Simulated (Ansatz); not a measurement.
**BH3O (triplet): one geometry, many settings**

What do other methods and options give for BH3O (triplet) at this geometry, and how long do they take?

Program: Ansatz 0.2.0, Gaussian basis. Level of theory: the settings change from run to run. These are calculated values, not measurements.

21 further runs of the same task are left out: 1 for a known fault of the program, 6 that didn't finish, 14 set aside as unsound or not needed.

## (1) The system

The geometry is a PBE0/def2-TZVP stationary point (not a proven minimum) of the parent state, kept for this charge and spin.

5 atoms, charge 0, spin multiplicity 3.

Atoms are counted from 1 here; the program's logs count them from 0.

Bond lengths: B1–O2 1.348 Å, B1–H3 1.202 Å, B1–H4 1.196 Å, O2–H5 0.961 Å. Angles: O2–B1–H3 120.6°, O2–B1–H4 116.8°, H3–B1–H4 122.6°, B1–O2–H5 113.5°.

Coordinates:

```xyz
5
BH3O
B     0.00000    0.05911    0.74055
O     0.00000   -0.09983   -0.59783
H     0.00000    1.15825    1.22670
H     0.00000   -0.93740    1.40208
H     0.00000    0.72973   -1.08228
```

## (2) NEVPT2(2,4)/cc-pVDZ

The input, in.yaml:

```yaml
crystal:
  periodic: [false, false, false]
  atoms:
    - {symbol: B, position_ang: [0.000000, 0.059110, 0.740549]}
    - {symbol: O, position_ang: [0.000000, -0.099827, -0.597826]}
    - {symbol: H, position_ang: [0.000000, 1.158248, 1.226704]}
    - {symbol: H, position_ang: [0.000000, -0.937399, 1.402080]}
    - {symbol: H, position_ang: [0.000000, 0.729726, -1.082284]}
basis:
  gaussian: {orbitals: cc-pVDZ}
magnetization: {spin_polarized: false, initial_magnetization: 2}
correlation: {method: sc_nevpt2, electrons: outside_noble_gas, active_space: {window: {electrons: 2, orbitals: 4}, states: [{multiplicity: 3, weights: [1, 1, 1]}]}}
output: {forces: true}
```

Run with:

```bash
$ ansatz run in.yaml --threads 1 --pin off --events-out ev --progress --plain --max-ram 2393MiB
```

Output (excerpt; [...] marks lines left out):

```text
Functional definition: HF
  name "HF"
  cite "Fock, Z. Phys. 61, 126 (1930) doi:10.1007/BF01340294"
  parent pbe
[...]
775 factors; integrals over basis functions are off by at most 2.4e-7 eV
[...]
mean field -2750.68554905 eV, -101.0858294458 hartree, gradient 2.9e-6 eV, S^2 2.000000; 10 other end points of the search recorded, 0 dependent functions left out
reference -2750.68554905 eV, -101.0858294458 hartree; 9, 7 occupied and 34, 36 virtual orbitals, 775 factors
state -2750.52256255 eV, -101.0798398024 hartree
state -2747.10968487 eV, -100.9544188610 hartree
state -2746.11462220 eV, -100.9178509826 hartree
state -2750.52256255 eV, -101.0798398024 hartree; corrected -2758.42677654 eV, -101.3703143090 hartree
state -2747.10968487 eV, -100.9544188610 hartree; corrected -2755.25205970 eV, -101.2536456170 hartree
state -2746.11462220 eV, -100.9178509826 hartree; corrected -2754.18134958 eV, -101.2142977459 hartree
state -2750.14130312 eV, -101.0658287770 hartree
state -2748.41722299 eV, -101.0024700007 hartree
state -2744.67676713 eV, -100.8650107833 hartree
state -2750.14130312 eV, -101.0658287770 hartree; corrected -2756.94845693 eV, -101.3159870653 hartree
state -2748.41722299 eV, -101.0024700007 hartree; corrected -2755.09128197 eV, -101.2477371445 hartree
state -2744.67676713 eV, -100.8650107833 hartree; corrected -2751.28713533 eV, -101.1079373342 hartree
state -2750.52256255 eV, -101.0798398024 hartree; corrected -2758.42677654 eV, -101.3703143090 hartree
state -2747.10968487 eV, -100.9544188610 hartree; corrected -2755.25205970 eV, -101.2536456170 hartree
state -2746.11462220 eV, -100.9178509826 hartree; corrected -2754.18134958 eV, -101.2142977459 hartree
[...]
Total energy: -2755.95339527 eV, -101.2794192240 hartree
Atom 0 at     0.000000     0.059110     0.740549 Å, force     0.000000    -2.083144    -5.311780 eV/Å
Atom 1 at     0.000000    -0.099827    -0.597826 Å, force    -0.000000    -1.682302     3.806206 eV/Å
Atom 2 at     0.000000     1.158248     1.226704 Å, force    -0.000000     2.685702     1.515594 eV/Å
Atom 3 at     0.000000    -0.937399     1.402080 Å, force    -0.000000    -1.831508     2.408510 eV/Å
Atom 4 at     0.000000     0.729726    -1.082284 Å, force     0.000000     2.911252    -2.418531 eV/Å
Dipole moment:     0.000000    -0.003787     0.157862 e Å
```

Run time: 3.5 s. Hardware: 1 thread of Arm Neoverse V1, shared host.

From the report: 6 determinants; active occupations (of the averaged states) 1.00, 0.33, 0.33, 0.33.

## (3) CISD/cc-pVDZ

in.yaml, as its differences from that of step 2:

```diff
@@ -11,3 +11,4 @@
 magnetization: {spin_polarized: false, initial_magnetization: 2}
-correlation: {method: sc_nevpt2, electrons: outside_noble_gas, active_space: {window: {electrons: 2, orbitals: 4}, states: [{multiplicity: 3, weights: [1, 1, 1]}]}}
+correlation: {active_space: {ras: {orbitals: [5, 2, 34], electrons: 12, max_holes: 2, max_particles: 2}, fixed_orbitals: true}}
+scf: {lower_state_search: off}
 output: {forces: true}
```

Same command.

Output (excerpt; [...] marks lines left out):

```text
Functional definition: HF
  name "HF"
  cite "Fock, Z. Phys. 61, 126 (1930) doi:10.1007/BF01340294"
  parent pbe
[...]
388 factors; integrals over basis functions are off by at most 1.4e-3 eV
[...]
mean field -2750.68549004 eV, -101.0858272773 hartree, gradient 2.9e-6 eV, S^2 2.000000; 0 other end points of the search recorded, 0 dependent functions left out
reference -2750.68549004 eV, -101.0858272773 hartree; 9, 7 occupied and 34, 36 virtual orbitals, 388 factors
state -2758.42537079 eV, -101.3702626486 hartree
[...]
Total energy: -2758.42537079 eV, -101.3702626486 hartree
Atom 0 at     0.000000     0.059110     0.740549 Å, force    -0.000000     0.259005    -1.451960 eV/Å
Atom 1 at     0.000000    -0.099827    -0.597826 Å, force     0.000000     0.362185    -1.317906 eV/Å
Atom 2 at     0.000000     1.158248     1.226704 Å, force     0.000000     0.446400     1.401988 eV/Å
Atom 3 at     0.000000    -0.937399     1.402080 Å, force    -0.000000    -0.848844     1.858458 eV/Å
Atom 4 at     0.000000     0.729726    -1.082284 Å, force    -0.000000    -0.218746    -0.490581 eV/Å
Dipole moment:    -0.000000     0.251348    -0.075936 e Å
Checks for a lower state left out: starts, cluster_reference, orbital_swaps, neighbouring_geometries, increment
```

Run time: 6.5 s. Hardware: 1 thread of Arm Neoverse V1, shared host.

From the report: 128,322 determinants.

## (4) BCCD on ROHF/cc-pVDZ

in.yaml, as its differences from that of step 3:

```diff
@@ -11,4 +11,3 @@
 magnetization: {spin_polarized: false, initial_magnetization: 2}
-correlation: {active_space: {ras: {orbitals: [5, 2, 34], electrons: 12, max_holes: 2, max_particles: 2}, fixed_orbitals: true}}
+correlation: {method: bccd, electrons: valence}
 scf: {lower_state_search: off}
-output: {forces: true}
```

Same command.

Output (excerpt; [...] marks lines left out):

```text
Functional definition: HF
  name "HF"
  cite "Fock, Z. Phys. 61, 126 (1930) doi:10.1007/BF01340294"
  parent pbe
[...]
388 factors; integrals over basis functions are off by at most 1.4e-3 eV
[...]
mean field -2750.68549004 eV, -101.0858272773 hartree, gradient 2.9e-6 eV, S^2 2.000000; 0 other end points of the search recorded, 0 dependent functions left out
2 core orbitals not correlated: weight in the atoms' cores, before any rotation towards them, 1.000 or more for the frozen orbitals, at most 0.000 for the correlated occupied ones
reference -2750.68549004 eV, -101.0858272773 hartree; 7, 5 occupied and 34, 36 virtual orbitals, 388 factors
second order -7.67523220 eV of doubles, -0.09693596 eV of singles
cycle   1  -8.03560242 eV  change   -2.6e-1 eV  update   8.7e-2
[...]
cycle  14  -8.33449644 eV  change    6.4e-6 eV  update   9.1e-6
Total energy: -2759.01998648 eV, -101.3921143723 hartree
Checks for a lower state left out: stability, starts, cluster_reference, orbital_swaps, neighbouring_geometries, increment
```

Wall time 1.1 s (1 thread of Arm Neoverse V1, shared host).

From the report: correlation -8.3345 eV; largest double amplitude 0.04.

## (5) CASSCF(2,3)/STO-3G

in.yaml, as its differences from that of step 4:

```diff
@@ -9,5 +9,5 @@
 basis:
-  gaussian: {orbitals: cc-pVDZ}
+  gaussian: {orbitals: STO-3G, point_charges: [{charge: 1.00, position_ang: [3.170, 0.030, 0.703]}]}
 magnetization: {spin_polarized: false, initial_magnetization: 2}
-correlation: {method: bccd, electrons: valence}
-scf: {lower_state_search: off}
+correlation: {active_space: {window: {electrons: 2, orbitals: 3}}}
+scf: {lower_state_search: full}
```

Same command.

Output:

```text
Functional definition: HF
  name "HF"
  cite "Fock, Z. Phys. 61, 126 (1930) doi:10.1007/BF01340294"
  parent pbe
  exchange = exact_x
  correlation = 0
175 factors; integrals over basis functions are off by at most 6.6e-5 eV
mean field evaluation 1: about -2712.0227 eV, gradient 1.5e1 eV
mean field evaluation 2: about -2712.0875 eV, gradient 1.5e1 eV
mean field evaluation 4: about -2713.1316 eV, gradient 1.7e0 eV
mean field evaluation 8: about -2713.1453 eV, gradient 3.4e0 eV
mean field evaluation 16: about -2713.9285 eV, gradient 5.3e-2 eV
mean field evaluation 32: about -2713.6498 eV, gradient 1.1e0 eV
mean field evaluation 64: about -2713.8613 eV, gradient 7.8e-1 eV
mean field evaluation 96: about -2713.3305 eV, gradient 8.2e0 eV
mean field evaluation 128: about -2713.8640 eV, gradient 4.0e-1 eV
mean field -2713.92868698 eV, -99.7350396796 hartree, gradient 1.9e-6 eV, S^2 2.000000; 10 other end points of the search recorded, 0 dependent functions left out
reference -2713.92868698 eV, -99.7350396796 hartree; 9, 7 occupied and 4, 6 virtual orbitals, 175 factors
state -2713.92868698 eV, -99.7350396796 hartree
Total energy: -2713.92868698 eV, -99.7350396796 hartree
```

It took 0.27 s on 1 thread of Arm Neoverse V1, shared host.

From the report: 9 determinants; active occupations 1.00, 1.00, 0.00. With so small a space the active step adds no correlation: the energy is the mean field's.

## (6) HF/cc-pVDZ

in.yaml, as its differences from that of step 5:

```diff
@@ -9,5 +9,6 @@
 basis:
-  gaussian: {orbitals: STO-3G, point_charges: [{charge: 1.00, position_ang: [3.170, 0.030, 0.703]}]}
+  gaussian: {orbitals: cc-pVDZ}
 magnetization: {spin_polarized: false, initial_magnetization: 2}
-correlation: {active_space: {window: {electrons: 2, orbitals: 3}}}
-scf: {lower_state_search: full}
+hamiltonian: {xc: hf}
+scf: {lower_state_search: off}
+output: {orbitals: {seedname: orbitals}}
```

Same command.

Output:

```text
Functional definition: HF
  name "HF"
  cite "Fock, Z. Phys. 61, 126 (1930) doi:10.1007/BF01340294"
  parent pbe
  exchange = exact_x
  correlation = 0
these checks for a lower state are left out or cut short: stability, starts, cluster_reference, orbital_swaps, neighbouring_geometries, increment
388 factors; integrals over basis functions are off by at most 1.4e-3 eV
mean field evaluation 1: about -2748.9220 eV, gradient 2.7e1 eV
mean field evaluation 2: about -2748.9239 eV, gradient 2.7e1 eV
mean field evaluation 4: about -2750.6161 eV, gradient 4.3e0 eV
mean field evaluation 8: about -2750.6821 eV, gradient 2.1e-1 eV
mean field evaluation 16: about -2750.6855 eV, gradient 2.9e-6 eV
mean field -2750.68549004 eV, -101.0858272773 hartree, gradient 2.9e-6 eV, S^2 2.000000; 0 other end points of the search recorded, 0 dependent functions left out
reference -2750.68549004 eV, -101.0858272773 hartree; 9, 7 occupied and 34, 36 virtual orbitals, 388 factors
Total energy: -2750.68549004 eV, -101.0858272773 hartree
Checks for a lower state left out: stability, starts, cluster_reference, orbital_swaps, neighbouring_geometries, increment
```

Wall time 0.18 s (1 thread of Arm Neoverse V1, shared host).

## (7) NEVPT2(2,7)/6-31G*

in.yaml, as its differences from that of step 6:

```diff
@@ -9,6 +9,5 @@
 basis:
-  gaussian: {orbitals: cc-pVDZ}
+  gaussian: {orbitals: "6-31G*"}
 magnetization: {spin_polarized: false, initial_magnetization: 2}
-hamiltonian: {xc: hf}
-scf: {lower_state_search: off}
-output: {orbitals: {seedname: orbitals}}
+correlation: {method: sc_nevpt2, electrons: outside_noble_gas, active_space: {window: {electrons: 2, orbitals: 7}}}
+accuracy: high
```

Same command.

Output (excerpt; [...] marks lines left out):

```text
Functional definition: HF
  name "HF"
  cite "Fock, Z. Phys. 61, 126 (1930) doi:10.1007/BF01340294"
  parent pbe
[...]
747 factors; integrals over basis functions are off by at most 3.2e-9 eV
[...]
mean field -2750.15475696 eV, -101.0663231966 hartree, gradient 6.5e-8 eV, S^2 2.000000; 10 other end points of the search recorded, 0 dependent functions left out
reference -2750.15475696 eV, -101.0663231966 hartree; 9, 7 occupied and 27, 29 virtual orbitals, 747 factors
state -2750.24650710 eV, -101.0696949519 hartree
state -2750.24650710 eV, -101.0696949519 hartree; corrected -2757.28471795 eV, -101.3283444299 hartree
state -2749.91413576 eV, -101.0574805305 hartree
state -2749.91413576 eV, -101.0574805305 hartree; corrected -2755.72764559 eV, -101.2711230761 hartree
state -2750.24650710 eV, -101.0696949519 hartree; corrected -2757.28471795 eV, -101.3283444299 hartree
WARN: 1 active orbitals are nearly empty or full. The corrections depend on them more than the energy does, and are more stable in an active space without them
Total energy: -2757.28471795 eV, -101.3283444299 hartree
```

Wall time 9.5 s (1 thread of Arm Neoverse V1, shared host).

From the report: 24 determinants; active occupations 1.00, 1.00, 0.00, 0.00, 0.00, 0.00, 0.00. The report marks this result as in doubt.

## (8) The runs in one table

Where basis and cores are those of an earlier UCCSDT(Q)/cc-pVDZ run (-2759.3064 eV), and the state is the same kind, the miss against it is given. † marks a result that the program doubts.

```
                                       level         correlated  functions  energy (eV)  from UCCSDT(Q) (meV)    time
NEVPT2(2,4)/cc-pVDZ (mean of several states)  outside noble gas         43   -2755.9534                         3.5 s
                                CISD/cc-pVDZ  outside noble gas         43   -2758.4254                 881.1   6.5 s
                        BCCD on ROHF/cc-pVDZ            valence         43   -2759.0200                 286.4   1.1 s
  CASSCF(2,3)/STO-3G (beside a point charge)                            13   -2713.9287                        0.27 s
                                  HF/cc-pVDZ                            43   -2750.6855                8620.9  0.18 s
                        NEVPT2(2,7)/6-31G* †  outside noble gas         36   -2757.2847                         9.5 s
```

## (9) Outcome

| quantity | value |
| --- | --- |
| runs | 6 |
| quickest | HF/cc-pVDZ, 0.18 s |
| slowest | NEVPT2(2,7)/6-31G* †, 9.5 s |

What this shows: Total energies in different bases, with other cores or another treatment of relativity can't be set against each other. NEVPT2(2,7)/6-31G* † took 53 times as long as HF/cc-pVDZ; the jobs differ in more than the method. Among the correlated runs with a miss given, it spans +286 to +881 meV. Hartree-Fock, CASSCF and CASCI lack dynamic correlation by design.
